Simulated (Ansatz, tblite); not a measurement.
**The cluster Mg2O: charged states by level of theory**

What does removing or adding an electron cost or gain for the cluster Mg2O? Each charged state is run at several levels.

The runs use Ansatz 0.2.0, Gaussian basis; as each input shows.

Plan: charge +1 doublet, at the geometry of the singlet (PBE0-D4/def2-TZVP, PBE-D4/def2-TZVP, r2SCAN-D4/def2-TZVP, CCSD(T)/def2-TZVPP); charge -1 doublet, at the geometry of the singlet (PBE0-D4/def2-TZVPD, PBE-D4/def2-TZVPD, r2SCAN-D4/def2-TZVPD, CCSD(T)/def2-TZVPD); the starting singlet's energies come from earlier runs.

1 further run of the same task is left out (set aside as unsound or not needed).

## (1) The relaxed structure

The singlet was relaxed beforehand with B3LYP-D4/def2-TZVP. At that level it is the lowest of the isomers that a small search found.

3 atoms, charge 0, spin multiplicity 1.

Atoms are counted from 1 here; the program's logs count them from 0.

Bond lengths: Mg1–O3 1.805 Å, Mg2–O3 1.805 Å. Angles: Mg1–O3–Mg2 180.0°.

## (2) Charge +1 doublet at the fixed geometry, PBE0-D4/def2-TZVP

File in.yaml:

```yaml
crystal:
  periodic: [false, false, false]
  atoms:
    - {symbol: Mg, position_ang: [0.897717, 0.824543, 1.331659]}
    - {symbol: Mg, position_ang: [-0.897828, -0.824520, -1.331594]}
    - {symbol: O, position_ang: [0.000121, -0.000024, -0.000065]}
basis:
  gaussian: {orbitals: def2-TZVP}
total_charge: 1
magnetization: {spin_polarized: true, initial_magnetization: 1}
hamiltonian: {xc: pbe0, dispersion: d4}
output: {orbitals: {seedname: orbitals}}
```

Command:

```
$ ansatz run in.yaml --threads 2 --pin off --events-out ev --progress --plain --max-ram 22528MiB --backend cpu
```

Standard output:

```text
Functional definition: PBE0
  name "PBE0"
  cite "Adamo & Barone, J. Chem. Phys. 110, 6158 (1999) doi:10.1063/1.478522"
  cite "Perdew, Burke & Ernzerhof, Phys. Rev. Lett. 77, 3865 (1996) doi:10.1103/PhysRevLett.77.3865"
  parent pbe
  parameter a = 0.25
  parameter kappa = 0.804
  parameter beta = 0.06672455060314922
  exchange = (1 - a)*pbe_x(kappa = kappa, mu = beta*pi^2/3) + a*exact_x
  correlation = pbe_c(beta = beta)
727 factors; their error is unknown
mean field evaluation 1: about -12893.1129 eV, gradient 9.1e1 eV
mean field evaluation 2: about -12692.4751 eV, gradient 1.3e2 eV
mean field evaluation 4: about -12921.3635 eV, gradient 1.9e1 eV
mean field evaluation 8: about -12922.9478 eV, gradient 9.1e-2 eV
mean field evaluation 16: about -12922.9478 eV, gradient 9.1e-5 eV
mean field -12922.94784780 eV, -474.9095739180 hartree, gradient 1.8e-5 eV, S^2 0.759369; 0 other end points of the search recorded, 0 dependent functions left out
reference -12922.94788316 eV, -474.9095752176 hartree; 16, 15 occupied and 79, 80 virtual orbitals, 727 factors
Total energy: -12923.02051644 eV, -474.9122444411 hartree
```

Wall time 1.4 s (2 threads of AMD EPYC 7R13, shared host).

Report: HOMO -9.37 eV, LUMO -7.97 eV (over both spins); ⟨S²⟩ 0.759 (pure: 0.75).

## (3) Charge +1 doublet at the fixed geometry, PBE-D4/def2-TZVP

start.molden holds the orbitals of an earlier run on this state, given as this run's starting guess.

in.yaml, as its differences from that of step 2:

```diff
@@ -7,6 +7,7 @@
 basis:
-  gaussian: {orbitals: def2-TZVP}
+  gaussian: {orbitals: def2-TZVP, initial_orbitals: start.molden}
 total_charge: 1
 magnetization: {spin_polarized: true, initial_magnetization: 1}
-hamiltonian: {xc: pbe0, dispersion: d4}
+hamiltonian: {xc: pbe, dispersion: d4}
+scf: {omitted_lower_state_checks: [starts]}
 output: {orbitals: {seedname: orbitals}}
```

The command is unchanged.

Standard output:

```text
Functional definition: PBE
  name "PBE"
  cite "Perdew, Burke & Ernzerhof, Phys. Rev. Lett. 77, 3865 (1996) doi:10.1103/PhysRevLett.77.3865"
  parent pbe
  parameter kappa = 0.804
  parameter beta = 0.06672455060314922
  exchange = pbe_x(kappa = kappa, mu = beta*pi^2/3)
  correlation = pbe_c(beta = beta)
these checks for a lower state are left out or cut short: starts
727 factors; their error is unknown
mean field evaluation 1: about -12922.2312 eV, gradient 5.3e0 eV
mean field evaluation 2: about -12922.2929 eV, gradient 8.6e-2 eV
mean field evaluation 4: about -12922.2811 eV, gradient 2.9e-4 eV
mean field evaluation 8: about -12922.2811 eV, gradient 1.8e-5 eV
mean field -12922.28113403 eV, -474.8850726390 hartree, gradient 1.8e-5 eV, S^2 0.754673; 0 other end points of the search recorded, 0 dependent functions left out
reference -12922.28118059 eV, -474.8850743497 hartree; 16, 15 occupied and 79, 80 virtual orbitals, 727 factors
Total energy: -12922.36652182 eV, -474.8882105823 hartree
Checks for a lower state left out: starts
```

It took 1.1 s on 2 threads of AMD EPYC 7R13, shared host.

Report: HOMO -9.02 eV, LUMO -8.41 eV (over both spins); ⟨S²⟩ 0.755 (pure: 0.75).

## (4) Charge +1 doublet at the fixed geometry, r2SCAN-D4/def2-TZVP

in.yaml, as its differences from that of step 3:

```diff
@@ -10,3 +10,3 @@
 magnetization: {spin_polarized: true, initial_magnetization: 1}
-hamiltonian: {xc: pbe, dispersion: d4}
+hamiltonian: {xc: r2scan, dispersion: d4}
 scf: {omitted_lower_state_checks: [starts]}
```

Launched as before.

Standard output:

```text
Functional definition: r2SCAN
  name "r2SCAN"
  cite "Furness, Kaplan, Ning, Perdew & Sun, J. Phys. Chem. Lett. 11, 8208 (2020) doi:10.1021/acs.jpclett.0c02405"
  cite "Furness, Kaplan, Ning, Perdew & Sun, J. Phys. Chem. Lett. 11, 9248 (2020) doi:10.1021/acs.jpclett.0c03077"
  parent r2scan
  parameter k0 = 0.174
  parameter k1 = 0.065
  parameter a1 = 4.9479
  exchange = r2scan_x(k0 = k0, k1 = k1, a1 = a1)
  correlation = r2scan_c
these checks for a lower state are left out or cut short: starts
727 factors; their error is unknown
mean field evaluation 1: about -12928.6967 eV, gradient 3.4e0 eV
mean field evaluation 2: about -12928.7134 eV, gradient 3.9e-2 eV
mean field evaluation 4: about -12928.6997 eV, gradient 1.3e-4 eV
mean field evaluation 8: about -12928.6997 eV, gradient 2.3e-5 eV
mean field -12928.69972914 eV, -475.1209516583 hartree, gradient 2.3e-5 eV, S^2 0.764380; 0 other end points of the search recorded, 0 dependent functions left out
reference -12928.69975416 eV, -475.1209525779 hartree; 16, 15 occupied and 79, 80 virtual orbitals, 727 factors
Total energy: -12928.71648263 eV, -475.1215673379 hartree
Checks for a lower state left out: starts
```

It took 2.2 s on 2 threads of AMD EPYC 7R13, shared host.

Report: HOMO -9.04 eV, LUMO -8.42 eV (over both spins); ⟨S²⟩ 0.764 (pure: 0.75).

## (5) Charge +1 doublet at the fixed geometry, CCSD(T)/def2-TZVPP

File in.yaml:

```yaml
crystal:
  periodic: [false, false, false]
  atoms:
    - {symbol: Mg, position_ang: [0.897717, 0.824543, 1.331659]}
    - {symbol: Mg, position_ang: [-0.897828, -0.824520, -1.331594]}
    - {symbol: O, position_ang: [0.000121, -0.000024, -0.000065]}
basis:
  gaussian: {orbitals: def2-TZVPP, initial_orbitals: start.molden}
total_charge: 1
magnetization: {spin_polarized: true, initial_magnetization: 1}
correlation: {method: ccsd_t}
scf: {omitted_lower_state_checks: [starts, cluster_reference]}
output: {orbitals: {seedname: orbitals}}
```

The command is unchanged.

Standard output (excerpt; [...] marks lines left out):

```text
Functional definition: HF
  name "HF"
  cite "Fock, Z. Phys. 61, 126 (1930) doi:10.1007/BF01340294"
  parent pbe
[...]
764 factors; integrals over basis functions are off by at most 7.4e-4 eV
[...]
mean field -12895.99074180 eV, -473.9189185445 hartree, gradient 2.1e-6 eV, S^2 0.785427; 1 other end points of the search recorded, 0 dependent functions left out
3 core orbitals not correlated: weight in the atoms' cores, before any rotation towards them, 1.000 or more for the frozen orbitals, at most 0.000 for the correlated occupied ones
reference -12895.99074180 eV, -473.9189185445 hartree; 13, 12 occupied and 79, 80 virtual orbitals, 764 factors
second order -16.63331930 eV of doubles, -0.00000000 eV of singles
cycle   1  -16.37235167 eV  change   -4.5e-1 eV  update   7.8e-2
[...]
cycle  16  -16.72815643 eV  change   -4.1e-6 eV  update   3.7e-6
perturbative correction -0.45176121 eV, -0.0166019181 hartree
WARN: these amplitudes may be one of several solutions (largest doubles amplitude 0.04, level shift 3.17 eV)
Total energy: -12913.17065944 eV, -474.5502688728 hartree
Checks for a lower state left out: starts, cluster_reference
```

Run time: 15 s. Hardware: 2 threads of AMD EPYC 7R13, shared host; peak memory 0.84 GiB.

Hartree-Fock HOMO -10.07 eV, LUMO -6.34 eV (over both spins); ⟨S²⟩ 0.785 (pure: 0.75); T1 0.023. Doubts: state flagged by the program.

## (6) Vertical ionisation energy

Charged state less starting state, singlet to doublet; the starting state's energies are those of its earlier runs.

```
              level  vertical ionisation energy (eV)   time
     HF/def2-TZVPP†                            +4.58       
   PBE-D4/def2-TZVP                            +6.07  1.6 s
r2SCAN-D4/def2-TZVP                            +5.76  3.5 s
  PBE0-D4/def2-TZVP                            +5.85  2.4 s
    MP2/def2-TZVPP†                            +6.09       
   CCSD/def2-TZVPP†                            +6.27       
CCSD(T)/def2-TZVPP†                            +6.61   22 s
```

Times add the two runs; a level without a time comes out of a correlated run. † marks a level with a doubtful state (flagged, unstable, out of aufbau order, or strongly spin-contaminated); such levels are left out of the summary. CCSD(T)/def2-TZVPP is no safe reference here (large T1 diagnostic, state flagged by the program).

Beside −ε(HOMO) of the starting state:

```
              level  −ε(HOMO) (eV)  by difference (eV)  mismatch (eV)
   PBE-D4/def2-TZVP           4.01                6.07          -2.06
r2SCAN-D4/def2-TZVP           4.02                5.76          -1.74
  PBE0-D4/def2-TZVP           4.38                5.85          -1.47
```

## (7) Charge -1 doublet at the fixed geometry, PBE0-D4/def2-TZVPD

File in.yaml:

```yaml
crystal:
  periodic: [false, false, false]
  atoms:
    - {symbol: Mg, position_ang: [0.897717, 0.824543, 1.331659]}
    - {symbol: Mg, position_ang: [-0.897828, -0.824520, -1.331594]}
    - {symbol: O, position_ang: [0.000121, -0.000024, -0.000065]}
basis:
  gaussian: {orbitals: def2-TZVPD}
total_charge: -1
magnetization: {spin_polarized: true, initial_magnetization: 1}
hamiltonian: {xc: pbe0, dispersion: d4}
output: {orbitals: {seedname: orbitals}}
```

The command is unchanged.

Standard output:

```text
Functional definition: PBE0
  name "PBE0"
  cite "Adamo & Barone, J. Chem. Phys. 110, 6158 (1999) doi:10.1063/1.478522"
  cite "Perdew, Burke & Ernzerhof, Phys. Rev. Lett. 77, 3865 (1996) doi:10.1103/PhysRevLett.77.3865"
  parent pbe
  parameter a = 0.25
  parameter kappa = 0.804
  parameter beta = 0.06672455060314922
  exchange = (1 - a)*pbe_x(kappa = kappa, mu = beta*pi^2/3) + a*exact_x
  correlation = pbe_c(beta = beta)
800 factors; their error is unknown
mean field evaluation 1: about -12929.8233 eV, gradient 1.0e1 eV
mean field evaluation 2: about -12928.2915 eV, gradient 2.4e1 eV
mean field evaluation 4: about -12930.4323 eV, gradient 5.4e-1 eV
mean field evaluation 8: about -12930.4366 eV, gradient 3.3e-2 eV
mean field evaluation 16: about -12930.5236 eV, gradient 5.5e-5 eV
mean field evaluation 32: about -12929.5229 eV, gradient 3.3e0 eV
mean field -12930.52355926 eV, -475.1879761792 hartree, gradient 1.7e-5 eV, S^2 0.767011; 6 other end points of the search recorded, 0 dependent functions left out
reference -12930.52358197 eV, -475.1879770137 hartree; 17, 16 occupied and 93, 94 virtual orbitals, 800 factors
Total energy: -12930.61673108 eV, -475.1914001805 hartree
```

Wall time 6.5 s (2 threads of AMD EPYC 7R13, shared host).

From the report: HOMO -0.01 eV, LUMO 1.30 eV (over both spins); ⟨S²⟩ 0.767 (pure: 0.75).

## (8) Charge -1 doublet at the fixed geometry, PBE-D4/def2-TZVPD

in.yaml, as its differences from that of step 7:

```diff
@@ -7,6 +7,7 @@
 basis:
-  gaussian: {orbitals: def2-TZVPD}
+  gaussian: {orbitals: def2-TZVPD, initial_orbitals: start.molden}
 total_charge: -1
 magnetization: {spin_polarized: true, initial_magnetization: 1}
-hamiltonian: {xc: pbe0, dispersion: d4}
+hamiltonian: {xc: pbe, dispersion: d4}
+scf: {omitted_lower_state_checks: [starts]}
 output: {orbitals: {seedname: orbitals}}
```

Launched as before.

Standard output:

```text
Functional definition: PBE
  name "PBE"
  cite "Perdew, Burke & Ernzerhof, Phys. Rev. Lett. 77, 3865 (1996) doi:10.1103/PhysRevLett.77.3865"
  parent pbe
  parameter kappa = 0.804
  parameter beta = 0.06672455060314922
  exchange = pbe_x(kappa = kappa, mu = beta*pi^2/3)
  correlation = pbe_c(beta = beta)
these checks for a lower state are left out or cut short: starts
800 factors; their error is unknown
mean field evaluation 1: about -12929.8344 eV, gradient 5.4e0 eV
mean field evaluation 2: about -12929.9022 eV, gradient 1.1e-1 eV
mean field evaluation 4: about -12929.8804 eV, gradient 1.1e-3 eV
mean field evaluation 8: about -12929.8804 eV, gradient 1.9e-5 eV
mean field -12929.88036558 eV, -475.1643392472 hartree, gradient 1.9e-5 eV, S^2 0.756888; 0 other end points of the search recorded, 0 dependent functions left out
reference -12929.88039686 eV, -475.1643403967 hartree; 17, 16 occupied and 93, 94 virtual orbitals, 800 factors
Total energy: -12929.99015656 eV, -475.1683739913 hartree
Checks for a lower state left out: starts
```

Run time: 1.5 s. Hardware: 2 threads of AMD EPYC 7R13, shared host.

Report: HOMO 0.36 eV, LUMO 0.91 eV (over both spins); ⟨S²⟩ 0.757 (pure: 0.75). Doubts: highest occupied level lies above zero.

## (9) Charge -1 doublet at the fixed geometry, r2SCAN-D4/def2-TZVPD

in.yaml, as its differences from that of step 8:

```diff
@@ -10,3 +10,3 @@
 magnetization: {spin_polarized: true, initial_magnetization: 1}
-hamiltonian: {xc: pbe, dispersion: d4}
+hamiltonian: {xc: r2scan, dispersion: d4}
 scf: {omitted_lower_state_checks: [starts]}
```

Launched as before.

Standard output:

```text
Functional definition: r2SCAN
  name "r2SCAN"
  cite "Furness, Kaplan, Ning, Perdew & Sun, J. Phys. Chem. Lett. 11, 8208 (2020) doi:10.1021/acs.jpclett.0c02405"
  cite "Furness, Kaplan, Ning, Perdew & Sun, J. Phys. Chem. Lett. 11, 9248 (2020) doi:10.1021/acs.jpclett.0c03077"
  parent r2scan
  parameter k0 = 0.174
  parameter k1 = 0.065
  parameter a1 = 4.9479
  exchange = r2scan_x(k0 = k0, k1 = k1, a1 = a1)
  correlation = r2scan_c
these checks for a lower state are left out or cut short: starts
800 factors; their error is unknown
mean field evaluation 1: about -12936.1311 eV, gradient 3.4e0 eV
mean field evaluation 2: about -12936.1514 eV, gradient 4.4e-2 eV
mean field evaluation 4: about -12936.1280 eV, gradient 4.0e-4 eV
mean field evaluation 8: about -12936.1280 eV, gradient 2.2e-5 eV
mean field -12936.12803393 eV, -475.3939368244 hartree, gradient 2.2e-5 eV, S^2 0.773283; 0 other end points of the search recorded, 0 dependent functions left out
reference -12936.12806722 eV, -475.3939380479 hartree; 17, 16 occupied and 93, 94 virtual orbitals, 800 factors
Total energy: -12936.14959846 eV, -475.3947293064 hartree
Checks for a lower state left out: starts
```

Run time: 3.8 s. Hardware: 2 threads of AMD EPYC 7R13, shared host.

Report: HOMO 0.37 eV, LUMO 1.00 eV (over both spins); ⟨S²⟩ 0.773 (pure: 0.75). Doubts: highest occupied level lies above zero.

## (10) Charge -1 doublet at the fixed geometry, CCSD(T)/def2-TZVPD

in.yaml, as its differences from that of step 9:

```diff
@@ -10,4 +10,4 @@
 magnetization: {spin_polarized: true, initial_magnetization: 1}
-hamiltonian: {xc: r2scan, dispersion: d4}
-scf: {omitted_lower_state_checks: [starts]}
+correlation: {method: ccsd_t}
+scf: {omitted_lower_state_checks: [starts, cluster_reference]}
 output: {orbitals: {seedname: orbitals}}
```

Command:

```
$ ansatz run in.yaml --threads 2 --pin off --events-out ev --progress --plain --max-ram 22528MiB --backend cuda --devices 0, --max-vram 18GiB
```

Standard output (excerpt; [...] marks lines left out):

```text
Functional definition: HF
  name "HF"
  cite "Fock, Z. Phys. 61, 126 (1930) doi:10.1007/BF01340294"
  parent pbe
[...]
861 factors; integrals over basis functions are off by at most 9.3e-4 eV
[...]
mean field -12902.51276706 eV, -474.1585985523 hartree, gradient 1.2e-10 eV, S^2 0.905433; 1 other end points of the search recorded, 0 dependent functions left out
3 core orbitals not correlated: weight in the atoms' cores, before any rotation towards them, 1.000 or more for the frozen orbitals, at most 0.000 for the correlated occupied ones
reference -12902.51276706 eV, -474.1585985523 hartree; 14, 13 occupied and 93, 94 virtual orbitals, 861 factors
second order -17.39633728 eV of doubles, -0.00000000 eV of singles
cycle   1  -17.15394119 eV  change    2.4e-1 eV  update   1.5e-1
[...]
cycle  19  -17.82956899 eV  change   -5.1e-8 eV  update   1.5e-5
perturbative correction -0.59418759 eV, -0.0218359911 hartree
Total energy: -12920.93652365 eV, -474.8356591186 hartree
Checks for a lower state left out: starts, cluster_reference
```

It took 5.5 s on 1 × H100 (card shared with other runs) with 2 threads of AMD EPYC 7R13, shared host; peak host memory 0.83 GiB.

Hartree-Fock HOMO -0.54 eV, LUMO 2.96 eV (over both spins); ⟨S²⟩ 0.905 (pure: 0.75); T1 0.063; the next solution that the search met lies 0.021 eV higher. Doubts: large T1 diagnostic, spin contamination.

## (11) Vertical electron affinity

Starting state less charged state (positive: the electron is bound), singlet to doublet; the starting state's energies are those of its earlier runs.

```
               level  vertical electron affinity (eV)   time
      HF/def2-TZVPD†                            +1.90       
   PBE-D4/def2-TZVPD                            +1.52  2.3 s
r2SCAN-D4/def2-TZVPD                            +1.65  5.2 s
  PBE0-D4/def2-TZVPD                            +1.72  7.4 s
     MP2/def2-TZVPD†                            +1.00       
    CCSD/def2-TZVPD†                            +1.18       
 CCSD(T)/def2-TZVPD†                            +0.95   17 s
```

Times add the two runs; a level without a time comes out of a correlated run. † marks a level with a doubtful state (flagged, unstable, out of aufbau order, or strongly spin-contaminated); such levels are left out of the summary. CCSD(T)/def2-TZVPD is no safe reference here (large T1 diagnostic, spin contamination, state flagged by the program).

Beside −ε(LUMO) of the starting state:

```
               level  −ε(LUMO) (eV)  by difference (eV)  mismatch (eV)
   PBE-D4/def2-TZVPD           3.44                1.52          +1.92
r2SCAN-D4/def2-TZVPD           3.47                1.65          +1.82
  PBE0-D4/def2-TZVPD           3.07                1.72          +1.36
```

## (12) Results

| quantity | value |
| --- | --- |
| vertical ionisation energy, functionals in def2-TZVP | 5.76 (r2SCAN-D4) to 6.07 eV (PBE-D4) |
| vertical electron affinity, functionals in def2-TZVPD | 1.52 (PBE-D4) to 1.72 eV (PBE0-D4) |

In words: The vertical ionisation energy spans 5.76 to 6.07 eV over the functionals. −ε(HOMO) misses the level's own difference by -1.47 eV at best (PBE0-D4) and -2.06 eV at worst (PBE-D4). The vertical electron affinity spans 1.52 to 1.72 eV over the functionals. −ε(LUMO) misses the level's own difference by +1.36 eV at best (PBE0-D4) and +1.92 eV at worst (PBE-D4).
